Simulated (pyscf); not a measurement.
PySCF, gas phase, ωB97X-D3(BJ)/def2-SVP geometries.

Task: Estimate by transition-state theory the rate constant of Cl–GeH₂–GeH₃ + H₂ → H₃Ge–GeH₃ + HCl (singlet surface; Cl–Ge, H–H broken, Ge–H, Cl–H formed) at 600 K, with ωB97M-D3(BJ)/def2-TZVP energies (ideal gas, 1 atm, RRHO with modes under 100 cm⁻¹ raised to 100, one conformer, R ln 2 for rigid chiral ones; no tunnelling).

Result: The electronic barrier is 49.4 kcal/mol and the thermal terms add +18.4, so ΔG‡ = 67.7 kcal/mol. With k_BT/h = 1.25e+13 s⁻¹ and RT = 1.192 kcal/mol, and a volume of 8.18e-20 cm³ per molecule at 1 atm, k = 2.2e-31 cm³ molecule⁻¹ s⁻¹. Wigner's tunnelling factor for 866i cm⁻¹ would be 1.18. A shift of 1 kcal/mol in the barrier changes k by a factor 2.3. At the saddle there is also a short Ge–H contact that neither side keeps. This is the saddle that the search found; another between the same sides may lie lower. Elements up to Kr have no core potential and no relativistic terms here.
